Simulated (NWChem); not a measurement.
**Correlation energy of O2 (+1)**

```
O
O 1 1.1070
```
Charge +1, spin multiplicity 2.

Program: NWChem. The geometry was optimised at UB3LYP/def2-SVP, a minimum by its harmonic frequencies.

Basis set: cc-pVTZ. Each correlation energy counts from its own Hartree-Fock reference.

```
method           correlation energy (mHa)
---------------  ------------------------
URI-MP2                            -452.7
UMP2                               -452.7
SCS-UMP2                           -437.9
CCSD on UHF                        -442.4
CCSD[T] on UHF                     -464.2
CCSD(T) on UHF                     -463.0
CCSD on ROHF                       -451.1
CCSD[T] on ROHF                    -473.4
CCSD(T) on ROHF                    -472.6
```

The values span 35.4 mHa, from CCSD[T] on ROHF (lowest) to SCS-UMP2 (highest). 

The correlated methods keep 2 core orbitals frozen. The structure started from a generated list of species. The unpaired electrons of the parent sit in orbitals of symmetry b2g (D2h labels of the run); other states weren't searched. The stability of the SCF solutions was not checked. Open-shell Hartree-Fock references start from PBE0 orbitals. Coupled-cluster values serve here as a point of comparison, not as the truth.
